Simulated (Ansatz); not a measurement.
Conformers and stereoisomers of C₄H₄F₂ (`FC=CC=CF`), each relaxed with PBE0-D4/def2-TZVP in Ansatz. CBS adds the triple-zeta coupled-cluster correction to the MP2 limit.

Not all of them had a frequency check.

Conformer A:

Z-matrix (Å, degrees):
```
C
C 1 1.327
F 1 1.335 2 121.7
H 1 1.084 2 125.7 3 -180.0
C 2 1.443 1 122.6 3 180.0
H 2 1.086 1 118.4 3 -0.0
C 5 1.326 2 122.6 1 -180.0
H 5 1.086 2 119.0 1 0.0
F 7 1.335 5 121.7 2 180.0
H 7 1.084 5 125.7 2 0.0
```

Conformer B:

```xyz
10

F    -0.930   -0.254    2.312
C    -0.039    0.565    1.745
C     0.280    0.481    0.459
C    -0.280   -0.481   -0.459
C     0.039   -0.565   -1.745
F     0.930    0.254   -2.312
H     0.372    1.280    2.447
H     1.013    1.189    0.093
H    -1.013   -1.189   -0.093
H    -0.372   -1.279   -2.447
```

Question: Which is lowest in electronic energy at CCSD(T)/CBS (frozen core, def2 sets), and by how much? (Estimate.)

Answer: Computed: B; A lies 7.6 kJ/mol higher.

Question: Give the energies relative to B (kJ/mol) with PBE0-D4/def2-TZVPP, B3LYP-D4/def2-TZVPP, r2SCAN/def2-TZVPP, HF/def2-TZVPP, MP2/def2-TZVPP, SCS-MP2/def2-TZVPP, CCSD(T)/def2-TZVPP. (Estimate.)

Answer: Computed: 
```csv
level,A
PBE0-D4/def2-TZVPP,6.6
B3LYP-D4/def2-TZVPP,7.2
r2SCAN/def2-TZVPP,7.3
HF/def2-TZVPP,6.8
MP2/def2-TZVPP,7.9
SCS-MP2/def2-TZVPP,7.4
CCSD(T)/def2-TZVPP,7.4
```

B3LYP here is the variant with VWN-RPA as its local correlation; programs differ in this.
